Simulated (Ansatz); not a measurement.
Relaxed structures of CH$_{5}$OSi (charge +1), singlet (PBE0-D4/def2-TZVP; forces vanish, vibrations not checked; lower isomers may exist, and structures with a doubtful reference or unclear bonds are left out; Å). Program: Ansatz 0.2.0. Basis: def2-TZVPP. Cores are frozen in the correlated methods.

(1) Rank them by CCSD(T) energy, lowest first, and give each one's height above the lowest. Links in brackets join atoms within 1.22 times the sum of their covalent radii (1.1 for two metals). (To be estimated.)
A.
CH₅OSi ([CH3][SiH][OH]), total charge +1
```
8
angstrom
C -0.6171 0.8308 -0.3568
Si 0.7299 -0.2268 0.2283
O 0.5947 -1.7534 0.5864
H -1.5660 0.3016 -0.4541
H -0.3318 1.2612 -1.3253
H -0.7323 1.6714 0.3398
H 2.1070 0.2350 0.4333
H -0.1844 -2.3198 0.5484
```
B.
CH₅OSi ([CH3][OH][SiH]), total charge +1
```
8
angstrom
C -0.5206 0.6954 -0.2988
Si 0.7179 -1.8979 0.6505
O 0.6008 -0.1480 0.1800
H -1.3831 0.0373 -0.3376
H -0.2550 1.0668 -1.2857
H -0.6603 1.4974 0.4221
H 1.4217 0.3652 0.2447
H -0.7564 -2.0405 0.3374
```
C.
CH₅OSi ([CH2][SiH][OH2]), total charge +1
```
8
angstrom
C -0.2002 -1.4938 0.2191
Si 0.6586 -0.0605 0.2480
O -0.2562 1.3475 -0.4236
H -1.2196 -1.6052 -0.1308
H -1.1152 1.2369 -0.8627
H -0.0870 2.2754 -0.1953
H 1.9329 0.5531 0.6251
H 0.2944 -2.3990 0.5588
```

T1 diagnostic: at most 0.014. The restricted Hartree–Fock reference is unstable towards an unrestricted one at one or more of these structures.

## Answers

(1) The calculation gives: A (0.00 kcal/mol), B (48.00 kcal/mol), C (52.61 kcal/mol). Heights count from the lowest.

For scale, one of the runs: CCSD(T)/def2-TZVPP, 174 basis functions, launched by `ansatz run in.yaml --threads 2 --pin off --events-out ev --progress --plain --max-ram 4352MiB`. Time: 22 s of wall clock on 2 CPU threads of an Arm Neoverse V2; the host was shared. Peak host memory: 1.5 GiB.
